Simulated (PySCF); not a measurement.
Which determinant of BP⁻ lies lowest?

Unrestricted PBE0; basis B aug-cc-pVDZ, P aug-cc-pV(D+d)Z; no relativity; PySCF 2.14. Outer shells of the fragments: B 2s2 2p1; P− 3s2 3p4.

Followed along the bond (rough minima from three points):

```json
{"2Ms+1": "2", "unpaired": "σ ↑", "⟨S²⟩ at the start": "0.79", "R at minimum (Å)": "1.71", "Te (eV)": "0.00"}
{"2Ms+1": "2", "unpaired": "π ↑", "⟨S²⟩ at the start": "0.76", "R at minimum (Å)": "1.83", "Te (eV)": "0.84"}
```

Solutions found at the starting distance of 1.980 Å, counted from the lowest of them; the search is not exhaustive and high or unbound solutions are not listed, so other states can lie among these:

| 2Ms+1 | unpaired | term | E (eV) | ⟨S²⟩ | ⟨Lz²⟩ | μ (D) |
| --- | --- | --- | --- | --- | --- | --- |
| 2 | σ ↑ | ²Σ⁺ | 0.00 | 0.79 | 0.00 | 0.89 |
| 2 | π ↑ | ²Π | 0.23 | 0.76 | 1.01 | 3.06 |

A term symbol is given only where ⟨S²⟩ and ⟨Lz²⟩ are close to those of a pure state; real π, δ and φ orbitals otherwise mix terms. A positive dipole points towards P; it is taken about the centre of mass and depends on that origin.

Q: Compare the gap between the two lowest followed solutions at the starting distance with the gap between their minima.

A: At PBE0 the second solution (doublet, unpaired electrons π ↑) lies +0.23 eV from the first (doublet, unpaired electrons σ ↑) at 1.980 Å and +0.84 eV at the minima; the two curves relax by different amounts, since their minima lie near 1.83 and 1.71 Å.
